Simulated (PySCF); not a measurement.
# CH₅AlCl−: fields and orbitals

For CH₅AlCl−, the scripts below compute its lowest excited states, see where an electron leaves and enters, analyse its density (charges, bond critical points, surface potential) and localise its valence orbitals.

Program: PySCF 2.14.0. Level of theory: levels as typed in each script, gas phase, geometry from GFN2-xTB. These are calculated values, not measurements.

### Step 1. The starting structure

SMILES `[AlH3-][CH2]Cl`, 8 atoms, charge -1, spin multiplicity 1.

Bond lengths: Al1–C2 2.071 Å, Al1–H4 1.605 Å, Al1–H5 1.607 Å, Al1–H6 1.609 Å, C2–Cl3 1.791 Å, C2–H7 1.099 Å, C2–H8 1.097 Å. Angles: C2–Al1–H4 107.5°, C2–Al1–H5 107.5°, C2–Al1–H6 104.0°, H4–Al1–H5 112.3°, H4–Al1–H6 112.6°, H5–Al1–H6 112.5°, Al1–C2–Cl3 89.4°, Al1–C2–H7 123.2°, Al1–C2–H8 123.3°, Cl3–C2–H7 104.5°, Cl3–C2–H8 104.7°, H7–C2–H8 106.1°.

Geometry (Å):

| atom | x (Å) | y (Å) | z (Å) |
| --- | --- | --- | --- |
| Al1 | -1.43419 | 0.20001 | 0.00016 |
| C2 | 0.19504 | -1.07888 | 0.00040 |
| Cl3 | 1.28647 | 0.34159 | 0.00007 |
| H4 | -1.34926 | 1.08893 | 1.33361 |
| H5 | -1.34695 | 1.09231 | -1.33308 |
| H6 | -2.70372 | -0.78850 | -0.00284 |
| H7 | 0.50284 | -1.66220 | -0.87918 |
| H8 | 0.50132 | -1.66442 | 0.87593 |

### Step 2. Excited states (B3LYP/6-31+g*)

input.py

```python
import numpy as np
from pyscf import gto, scf, dft, tdscf
from pyscf.scf import atom_ks, atom_hf
from scipy.linalg import block_diag

def solve(mol, dm0=None, hcore=None):
    mf = (dft.UKS if mol.spin else dft.RKS)(mol, xc='b3lyp')
    mf.grids.level = 3
    mf = mf.density_fit(auxbasis='def2-universal-jkfit')
    mf.conv_tol, mf.max_cycle = 1e-8, 80
    if hcore is not None:
        mf.get_hcore = lambda *args: hcore
    mf.kernel(dm0)
    if not mf.converged:
        mf = mf.newton().run(mf.mo_coeff, mf.mo_occ, max_cycle=30)
    assert mf.converged, 'SCF not converged'
    return mf

mol = gto.M(atom='''
Al    -1.43419     0.20001     0.00016
C      0.19504    -1.07888     0.00040
Cl     1.28647     0.34159     0.00007
H     -1.34926     1.08893     1.33361
H     -1.34695     1.09231    -1.33308
H     -2.70372    -0.78850    -0.00284
H      0.50284    -1.66220    -0.87918
H      0.50132    -1.66442     0.87593
''', basis='6-31+g*', charge=-1, spin=0, verbose=4)
mf = solve(mol)
td = mf.TDA()
td.nstates, td.singlet, td.conv_tol = 6, True, 1e-5
td.kernel()
td.analyze()
x, y = np.array([p[0] for p in td.xy]), np.array([p[1] + 0 * p[0] for p in td.xy])
f, mu = td.oscillator_strength(), td.transition_dipole()
nto = [td.get_nto(state=i + 1, verbose=4) for i in range(len(td.e))]
# spherically averaged free atoms, for the promolecule
atm = atom_ks.get_atm_nrks(mol, xc='b3lyp')
pro = block_diag(*[(atm[a[0]][2] * atm[a[0]][3]) @ atm[a[0]][2].T for a in mol._atom])
np.savez('result.npz', e=td.e, f=f, ok=td.converged, w=[n[0] for n in nto], nto=[n[1] for n in nto], x=x, y=y, c=mf.mo_coeff, occ=mf.mo_occ, eps=mf.mo_energy, pro=pro, mu=mu)
```

Command:

```bash
OMP_NUM_THREADS=1 python input.py
```

### Step 4. Removing and adding an electron (M06-2X/def2-svpd)

input.py

```python
import numpy as np
from pyscf import gto, scf, dft
from pyscf.scf import atom_ks, atom_hf
from scipy.linalg import block_diag

def solve(mol, dm0=None, hcore=None):
    mf = (dft.UKS if mol.spin else dft.RKS)(mol, xc='m062x')
    mf.grids.level = 3
    mf = mf.density_fit(auxbasis='def2-universal-jkfit')
    mf.conv_tol, mf.max_cycle = 1e-8, 80
    if hcore is not None:
        mf.get_hcore = lambda *args: hcore
    mf.kernel(dm0)
    if not mf.converged:
        mf = mf.newton().run(mf.mo_coeff, mf.mo_occ, max_cycle=30)
    assert mf.converged, 'SCF not converged'
    return mf

mol = gto.M(atom='''
Al    -1.43419     0.20001     0.00016
C      0.19504    -1.07888     0.00040
Cl     1.28647     0.34159     0.00007
H     -1.34926     1.08893     1.33361
H     -1.34695     1.09231    -1.33308
H     -2.70372    -0.78850    -0.00284
H      0.50284    -1.66220    -0.87918
H      0.50132    -1.66442     0.87593
''', basis='def2-svpd', charge=-1, spin=0, verbose=4)
mf = solve(mol)
out = dict(e0=mf.e_tot, dm0=mf.make_rdm1(), c=mf.mo_coeff, occ=mf.mo_occ, eps=mf.mo_energy)
for name, dq, spin in [('cation', 1, 1)]:
    ion = mol.copy().set(charge=mol.charge + dq, spin=spin).build()
    mi = solve(ion)
    if spin and dq > 0 and mol.nao < 130:
        c, _, stable, _ = mi.stability(return_status=True)
        if not stable:
            mi = solve(ion, mi.make_rdm1(c, mi.mo_occ))
    print(name, 'vertical energy change / eV', (mi.e_tot - mf.e_tot) * 27.211386)
    out.update({'e_' + name: mi.e_tot, 'dm_' + name: mi.make_rdm1(), 's2_' + name: mi.spin_square()[0], 'eps_' + name: mi.mo_energy, 'occ_' + name: mi.mo_occ})
# spherically averaged free atoms, for the promolecule
atm = atom_ks.get_atm_nrks(mol, xc='m062x')
pro = block_diag(*[(atm[a[0]][2] * atm[a[0]][3]) @ atm[a[0]][2].T for a in mol._atom])
np.savez('result.npz', pro=pro, **out)
```

### Step 6. Density, bond paths and surface potential (PBE0/6-311+g**)

input.py

```python
import numpy as np
from pyscf import gto, scf, dft
from pyscf.scf import atom_ks, atom_hf
from scipy.linalg import block_diag

def solve(mol, dm0=None, hcore=None):
    mf = (dft.UKS if mol.spin else dft.RKS)(mol, xc='pbe0')
    mf.grids.level = 3
    mf = mf.density_fit(auxbasis='def2-universal-jkfit')
    mf.conv_tol, mf.max_cycle = 1e-8, 80
    if hcore is not None:
        mf.get_hcore = lambda *args: hcore
    mf.kernel(dm0)
    if not mf.converged:
        mf = mf.newton().run(mf.mo_coeff, mf.mo_occ, max_cycle=30)
    assert mf.converged, 'SCF not converged'
    return mf

mol = gto.M(atom='''
Al    -1.43419     0.20001     0.00016
C      0.19504    -1.07888     0.00040
Cl     1.28647     0.34159     0.00007
H     -1.34926     1.08893     1.33361
H     -1.34695     1.09231    -1.33308
H     -2.70372    -0.78850    -0.00284
H      0.50284    -1.66220    -0.87918
H      0.50132    -1.66442     0.87593
''', basis='6-311+g**', charge=-1, spin=0, verbose=4)
mf = solve(mol)
mf.analyze()
# spherically averaged free atoms, for the promolecule
atm = atom_ks.get_atm_nrks(mol, xc='pbe0')
pro = block_diag(*[(atm[a[0]][2] * atm[a[0]][3]) @ atm[a[0]][2].T for a in mol._atom])
np.savez('result.npz', e=mf.e_tot, c=mf.mo_coeff, occ=mf.mo_occ, eps=mf.mo_energy, pro=pro, dip=mf.dip_moment(verbose=0), s2=mf.spin_square()[0])
```

### Step 8. Localised orbitals (CAM-B3LYP/def2-svpd)

input.py

```python
import numpy as np
from pyscf import gto, scf, dft, lo
from pyscf.data.elements import chemcore

def solve(mol, dm0=None, hcore=None):
    mf = (dft.UKS if mol.spin else dft.RKS)(mol, xc='camb3lyp')
    mf.grids.level = 3
    mf = mf.density_fit(auxbasis='def2-universal-jkfit')
    mf.conv_tol, mf.max_cycle = 1e-8, 80
    if hcore is not None:
        mf.get_hcore = lambda *args: hcore
    mf.kernel(dm0)
    if not mf.converged:
        mf = mf.newton().run(mf.mo_coeff, mf.mo_occ, max_cycle=30)
    assert mf.converged, 'SCF not converged'
    return mf

mol = gto.M(atom='''
Al    -1.43419     0.20001     0.00016
C      0.19504    -1.07888     0.00040
Cl     1.28647     0.34159     0.00007
H     -1.34926     1.08893     1.33361
H     -1.34695     1.09231    -1.33308
H     -2.70372    -0.78850    -0.00284
H      0.50284    -1.66220    -0.87918
H      0.50132    -1.66442     0.87593
''', basis='def2-svpd', charge=-1, spin=0, verbose=4)
mf = solve(mol)
occ_all = mf.mo_coeff[:, mf.mo_occ > 0]
occ = occ_all[:, chemcore(mol):]
loc = lo.ibo.ibo(mol, occ, iaos=lo.iao.iao(mol, occ_all))
fock, s = mf.get_fock(), mf.get_ovlp()
ortho = lo.orth_ao(mol, 'meta_lowdin')
ortho = lo.vec_lowdin(lo.iao.iao(mol, occ_all), s)
labels = lo.iao.reference_mol(mol).ao_labels(fmt=None)
vir = lo.vvo.livvo(mol, occ_all, mf.mo_coeff[:, mf.mo_occ == 0])
both = np.hstack([loc, vir])
p = (ortho.T @ s @ both) ** 2
pop = np.array([p[[l[0] == a for l in labels]].sum(0) for a in range(mol.natm)])
spd = np.array([[p[[l[0] == a and l[2][-1] == k for l in labels]].sum(0) for k in 'spd'] for a in range(mol.natm)])
eps = np.einsum('pi,pq,qi->i', both, fock, both)
for i in np.argsort(eps):
    top = np.argsort(-pop[:, i])[:3]
    print('%3d %s %9.4f Eh ' % (i + 1, 'occ' if i < loc.shape[1] else 'vir', eps[i]), '  '.join('%s%d %.3f' % (mol.atom_symbol(a), a + 1, pop[a, i]) for a in top))
np.savez('result.npz', c=both, nocc=loc.shape[1], pop=pop, spd=spd, eps=eps, e=mf.e_tot)
```

(Steps that only read results are left out.)

What does the calculation give? Wanted: lowest singlet excitation; vertical ionisation energy; dipole moment; HOMO, LUMO.

As calculated:

```
                                                      quantity           value
                     lowest singlet excitation (B3LYP/6-31+g*)         4.41 eV
                 vertical ionisation energy (M06-2X/def2-svpd)         4.12 eV
                                dipole moment (PBE0/6-311+g**)          5.04 D
                                   HOMO, LUMO (PBE0/6-311+g**)  -1.90, 3.68 eV
localised occupied orbitals above −45 eV (CAM-B3LYP/def2-svpd)              10
```

What this shows: The ionisation energy from two SCF runs, 4.12 eV, lies 1.1 eV above −ε(HOMO) = 3.06 eV of the same level, M06-2X/def2-svpd, since self-interaction lifts this functional's HOMO. At PBE0/6-311+g**: The highest Hirshfeld charge is on Al1 (+0.10 e), the lowest on H6 (−0.27 e). All values hold at the given geometry, in the gas phase.
